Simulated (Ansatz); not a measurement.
Bulk modulus (GPa) of solids drawn from the class of elemental solids other than molecular ones, at two levels: PBE (PAW; Ansatz, a quantum-chemistry and plane-wave program), and HSE06 (PAW; Ansatz).

```json
[
 {"solid": "bcc Li", "PBE": "13.9", "HSE06": "13.4", "shift (%)": "-3.6"},
 {"solid": "bcc Na", "PBE": "7.77", "HSE06": "7.53", "shift (%)": "-3.1"},
 {"solid": "fcc Rh", "PBE": "257", "HSE06": "291", "shift (%)": "+13.2"},
 {"solid": "fcc Ni", "PBE": "197", "HSE06": "180", "shift (%)": "-8.6"},
 {"solid": "fcc Cu", "PBE": "141", "HSE06": "129", "shift (%)": "-8.5"},
 {"solid": "fcc Ir", "PBE": "347", "HSE06": "397", "shift (%)": "+14.4"},
 {"solid": "bcc W", "PBE": "303", "HSE06": "335", "shift (%)": "+10.6"},
 {"solid": "bcc V", "PBE": "182", "HSE06": "207", "shift (%)": "+13.7"},
 {"solid": "diamond-structure Ge", "PBE": "59.0", "HSE06": "72.5", "shift (%)": "+23"},
 {"solid": "bcc Cs", "PBE": "1.96", "HSE06": "1.92", "shift (%)": "-2.0"}
]
```

The shifts run from -8.6 % to +23 %, with a median of +4.3 %.

Over all 10 rows HSE06 is the larger in 5.

Ansatz's runs of these crystals have no spin polarisation, but for fcc Ni. Meta-GGA and hybrid levels favour moments, which can bear on fcc Rh, fcc Ni, bcc V.

Density-functional runs with spin start from parallel moments for fcc Ni.

Spin–orbit coupling is left out, also for the solids with elements from indium on (fcc Ir, bcc W, bcc Cs); its size isn't shown.

Each level is taken at its own relaxed cell. Caveats: the gap of the solid is closed in this run (PBE: diamond-structure Ge). Ansatz's density-functional and Hartree–Fock values are scalar-relativistic unless marked +SOC, with PAW data made under PBE.
